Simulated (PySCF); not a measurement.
OS, SMILES O=S (connectivity only; charge and spin as stated), neutral, multiplicity 3. Atoms are numbered in the order given.

```xyz
2

O      0.0000     0.0000    -0.9927
S      0.0000     0.0000     0.4964
```
Charge 0, spin multiplicity 3.

Geometry optimised at B3LYP-D3(BJ)/def2-TZVPD.

These are PBE/pcH-1 (PySCF) values and carry that method's errors.

Unrestricted Kohn–Sham, ⟨S²⟩ = 2.003. Hyperfine tensors hold the contact and dipolar terms, without spin-orbit corrections.

Question: Estimate the hyperfine couplings. (The exact figures need the calculation; the answer reports its results.)

Answer: 
| nucleus | A(iso) (MHz) | A(iso) (G) | dipolar principal values (MHz) |
|---|---|---|---|
| 17O no. 1 | -14.3 | -5.1 | -34.7, -34.7, 69.3 |
| 33S no. 2 | -7.5 | -2.7 | -59.9, 29.9, 29.9 |
